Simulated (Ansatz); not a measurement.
Energy needed to pull apart HSO (SMILES O[S]), doublet, into free ground-state atoms, from the structure below (displaced at random from a GFN2-xTB minimum); no zero-point or spin–orbit terms; open-shell atoms are treated unrestricted, in their ground-state multiplicity.

O1  (-0.075, -0.522, -0.105)
S2  (0.892, 0.612, 0.585)
H3  (-0.867, -0.093, -0.497)
(Å)

Computed with Ansatz 0.2.0 (basis: def2-TZVPP); correlated methods freeze the cores; orbitals are unrestricted.

| method | atomization energy (kJ/mol) |
| --- | --- |
| PBE-D4 | 826 |
| r2SCAN-D4 | ? |
| PBE0-D4 | 773 |
| r2SCANh-D4 | ? |
| BHLYP-D4 | 711 |
| wB97M-V | 788 |
| HF | 417 |
| MP2 | 764 |
| CCSD | 715 |
| CCSD(T) | 740 |

Question: What does r2SCAN-D4 give? (To be estimated.)

Answer: The calculation gives: 786 kJ/mol, which is about 46 kJ/mol more than CCSD(T)/def2-TZVPP.

Question: What does r2SCANh-D4 give? (An estimate is asked for; the value comes from the calculation.)

Answer: Computed: 769 kJ/mol, which is about 29 kJ/mol more than CCSD(T)/def2-TZVPP.

In triple zeta the MP2 and coupled-cluster atomization energies are still short of their basis limit by a few kcal/mol a bond, whereas those of the functionals are nearly converged, so these differences are not deviations from converged CCSD(T).

T1 diagnostic: at most 0.022. ⟨S²⟩ of the unrestricted Hartree–Fock references: 0.77 (a pure state has 0.75).

For scale, one of the runs: CCSD(T)/def2-TZVPP forces, 87 basis functions (an equivalent command: `ansatz run in.yaml --threads 4`). Hardware: 4 CPU threads, shared host. Wall time 12 s; peak host memory 0.65 GiB.
